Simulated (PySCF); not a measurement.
Dipole moment and polarisability across levels of theory

Phosphorus tetramer, P₄.
SMILES with atom numbers: `[p:1]12[p:2]3[p:3]1[p:4]23`

Geometry (PBE0-D3(BJ)/def2-SVP, Å), atoms numbered from 1 in this order:
```
atom  x, y, z in Å
P1     1.2474   -0.2390   -0.5454
P2    -0.4223    1.1900   -0.4090
P3    -0.8250   -0.9738   -0.4475
P4     0.1037   -0.0581    1.3258
```

PySCF, dipoles from the SCF density, polarisabilities from static response with core orbitals frozen. Isolated species at its PBE0-D3(BJ)/def2-SVP geometry, gas phase.

Task: Compare the levels for these properties.

Result: 

```
              level  α (Å³)  error (%)  anisotropy (Å³)
      LDA/def2-SVPD   13.20       -2.9             0.00
      PBE/def2-SVPD   13.15       -3.2             0.00
    B3LYP/def2-SVPD   13.10       -3.6             0.00
     PBE0/def2-SVPD   13.01       -4.3             0.00
BHandHLYP/def2-SVPD   12.96       -4.6             0.00
CAM-B3LYP/def2-SVPD   12.98       -4.5             0.00
  wB97X-D/def2-SVPD   13.00       -4.3             0.01
  LC-wPBE/def2-SVPD   12.79       -5.9             0.00
       HF/def2-SVPD   12.94       -4.8             0.00
        PBE0/6-31G*   11.93      -12.2             0.01
      PBE0/def2-SVP   11.03      -18.8             0.01
       PBE0/6-31+G*   12.65       -6.9             0.00
   PBE0/aug-cc-pVDZ   13.44       -1.1             0.00
     PBE0/def2-TZVP   12.66       -6.8             0.00
    PBE0/def2-TZVPD   13.53       -0.4             0.00
   PBE0/aug-cc-pVTZ   13.58       -0.1             0.00
```

Reference polarisability: 13.589 Å³ (measured, gas; NIST CCCBDB Release 22 (SRD 101), experimental polarizabilities). The anisotropy is √(½[(α1 − α2)² + (α2 − α3)² + (α3 − α1)²]). For the polarisability, the smallest error is 0.1% (PBE0/aug-cc-pVTZ) and the largest 18.8% (PBE0/def2-SVP). The dipole stays under 0.05 D at every level. In one basis (def2-SVPD) the functionals order the polarisability from LC-wPBE (lowest) to LDA (highest), a spread of 3%. With PBE0 the polarisability is 11.87 Å³ without diffuse functions (mean of 6-31G*, def2-SVP and def2-TZVP) and 13.24 Å³ with them (mean of 6-31+G*, def2-SVPD, aug-cc-pVDZ, def2-TZVPD and aug-cc-pVTZ). Measured values can belong to vibrating molecules; the computed ones are for one fixed geometry.
